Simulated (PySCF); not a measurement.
Species: C₂H₅O (doublet state).
Structure used (GFN2-xTB), in Å, numbered top down from 1:
```xyz
8
C2H5O angstrom
C      1.0015    0.0454   -0.0503
C     -0.4073   -0.3570   -0.1561
O     -1.3354    0.6774    0.0546
H      1.2682    1.0702    0.1162
H      1.7733   -0.6849   -0.1828
H     -0.6352   -0.7529   -1.1595
H     -0.6106   -1.1933    0.5461
H     -1.0454    1.2045    0.8073
```

The hyperfine couplings belong to this conformer and change with its torsions.

As a line formula: `[CH2]CO` [radical].

Computed with PySCF, UKS B3LYP, pcH-1 on C H O, non-relativistic, mean-field spin-orbit, GIAO. Geometry: GFN2-xTB, one conformer, isolated molecule. Couplings are sensitive to structure, and on GFN2-xTB geometries they can be far from those on DFT ones.

Mulliken spin populations: C1 +1.067, C2 -0.085, O3 -0.001, H4 -0.045, H5 -0.044, H6 +0.055, H7 +0.050, H8 +0.003.

Problem. Give the computed dipolar 1H tensors of H6, H7, H8.

Solution. 
```
atom            position  distance from C1 (Å)  T1 (MHz)     T2    T3
  H6  β, 2 bonds from C1                  2.13     -5.79  -2.99  8.78
  H7  β, 2 bonds from C1                  2.12     -5.63  -3.97  9.60
  H8  γ, 3 bonds from C1                  2.50     -4.39  -3.42  7.80
```

Problem. Estimate them with point dipoles: put each population ρk at its nucleus, leave out the nucleus itself and the atom bound to it, and sum T = Σ [ρk/(2S)]·C·(3 n nᵀ − 1)/r³ with C = μ0 gₑ μB g_N μN/(4π h) = 79.06 MHz Å³.

Solution. 
```
atom  T1 (MHz)     T2     T3  T3, computed  difference in T3 (%)
  H6     -9.20  -7.34  16.55          8.78                   +89
  H7     -9.42  -7.39  16.82          9.60                   +75
  H8     -5.05  -4.43   9.48          7.80                   +22
```

In T3 the estimate is closest for H8 (+22 %, 2.50 Å from C1) and worst for H6 (+89 %, 2.13 Å).

Problem. If all the spin sat on C1, T∥ = 2C/r³. What distance does the computed T3 of H8 then imply?

Solution. r = (2 × 79.06/7.80)^(1/3) = 2.73 Å, against 2.50 Å in the structure.
